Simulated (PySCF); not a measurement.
# F2H2P2 (PF2PH2): the cost of one run

Programs: PySCF 2.14.0, with density-fitted response routines of our own. Each step states its level of theory. These are calculated values for one molecule in the gas phase, unless marked as measured. Atoms are numbered from 0 throughout.

## (1) The starting structure

6 atoms, charge 0, multiplicity 1; geometry from: GFN2-xTB. The atoms were then displaced at random by about 0.01 Å, so the start is not that level's minimum.

Bonds of the start (Å): F0–P1 1.63, P1–F2 1.62, P1–P3 2.22, P3–H4 1.38, P3–H5 1.38.

## (2) Optimising the geometry at PBE0-D3(BJ)/def2-SVP

The job: settings as JSON, then the geometry in Å.

```
{"job": {"xc": "PBE0", "basis": "def2-SVP", "d3": "d3bj", "grid": 1, "shake": 0.01, "kind": "geom"}, "charge": 0, "multiplicity": 1}
F     -1.500580    -1.015610    -0.860070
P     -0.818240     0.410220    -0.474130
F     -1.715250     0.621630     0.863270
P      1.008610    -0.420140     0.483180
H      1.449230     0.864340     0.704580
H      1.600400    -0.490460    -0.761510
```

Started as:

```sh
OMP_NUM_THREADS=1 python probes_run.py task.json out
```

One launch serves the whole session: the jobs run in the order shown.

Q: Estimate the wall time and peak memory of this first job on 1 thread of Arm Neoverse V1, shared host.

About 12 s, with a peak of 0.32 GiB.
